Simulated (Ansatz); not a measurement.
**bcc Na**

All values below come from HSE06 (PAW; Ansatz, a quantum-chemistry and plane-wave program).

Run with plane-wave cutoff 500 eV, 8×8×8 k mesh, Fermi–Dirac smearing 0.1 eV, scalar-relativistic PAW data made under PBE.

Cell (relaxed at this level):

Space group Im-3m (No. 229); a = 4.2301 Å, b = 4.2301 Å, c = 4.2301 Å, α = 90.00°, β = 90.00°, γ = 90.00°

```tsv
atom	site	symmetry	x	y	z
Na	2a	m-3m	0.0000	0.0000	0.0000
```
(The calculation used a cell of 1 atom; values per cell refer to that cell.)

| Property | Result |
|---|---|
| equilibrium volume per atom | 37.85 Å³/atom |
| equilibrium lattice constant a | 4.230 Å |

Measured, for comparison: equilibrium volume per atom 37.42 Å³/atom (static lattice: zero-point anharmonic expansion removed; as tabulated in Mejia-Rodriguez and Trickey (2018), arXiv:1807.09216); lattice constant a 4.214 Å (static lattice: zero-point anharmonic expansion removed, our sources range from 4.207 to 4.214; as tabulated in Mejia-Rodriguez and Trickey (2018), arXiv:1807.09216). Computed (rounded) less measured: equilibrium volume per atom +1.1 %, lattice constant a +0.4 % (+0.4 % to +0.5 % over the range).

Note: exact exchange on metals is sensitive to the k mesh and can open a false gap; the run warned that the count of filled bands differs between k points.

Cost on a shared machine: roughly 2.5 core-minutes.
